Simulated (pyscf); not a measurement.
Optimised with ωB97X-D3(BJ)/def2-SVP in PySCF.

SMILES: [O]=[Ga][Cl]
```xyz
3

O      1.0897    -1.3737    -0.5882
Ga     0.3771     0.1038    -0.5925
Cl    -0.5300     1.9880    -0.5979
```

**Question.** How much does it cost (ΔH, 298 K, ωB97M-D3(BJ)/def2-TZVP) to split O=Ga–Cl at its Cl–Ga bond into [O=Ga]• + Cl•?

**Answer.** Cl–Ga to [O=Ga]• + Cl•: 85.7 kcal/mol. The 7 functionals that were run give +81.9 (B3LYP-D3(BJ)) to +91.1 kcal/mol (ωB97X-D3(BJ)). The radicals are drawn with the spin at the cut bond; how far it spreads was not checked. Left out: the spin-orbit lowering of Cl. The term symbol of open-shell O=Ga was not checked; spin-orbit terms are left out. Elements up to Kr have no core potential and no relativistic terms here.
